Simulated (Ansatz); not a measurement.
Cartesian coordinates in Å:
```
C -0.3593 -0.4615 -0.2937
C 0.1936 0.5976 0.5797
F 1.2904 0.2672 1.2571
F 0.3687 1.7834 0.0016
H -1.2984 -0.1249 -0.7314
H -0.5384 -1.3637 0.2901
H 0.3434 -0.6980 -1.1035
```

Charge 0, multiplicity 2.

**Question.** List the CAM-B3LYP/def2-TZVPP orbital energies in eV (Ansatz 0.2.0). (Best estimate.)

**Answer.** The calculation gave: α occupied: -674.47, -674.47, -283.31, -279.43, -37.15, -35.49, -23.63, -19.89, -17.59, -16.71, -16.41, -14.47, -13.84, -13.76, -13.04, -12.91, -7.87. α empty: 2.23, 3.77, 3.79, 4.53, 4.92, 5.16, 6.54, 6.91. β occupied: -674.37, -674.37, -282.88, -279.42, -36.90, -35.29, -23.32, -19.52, -17.40, -16.22, -15.75, -14.08, -13.61, -13.46, -12.98, -12.72. β empty: -0.30, 2.33, 3.79, 3.94, 4.64, 5.17, 5.32, 6.89. ⟨S²⟩ = 0.752.
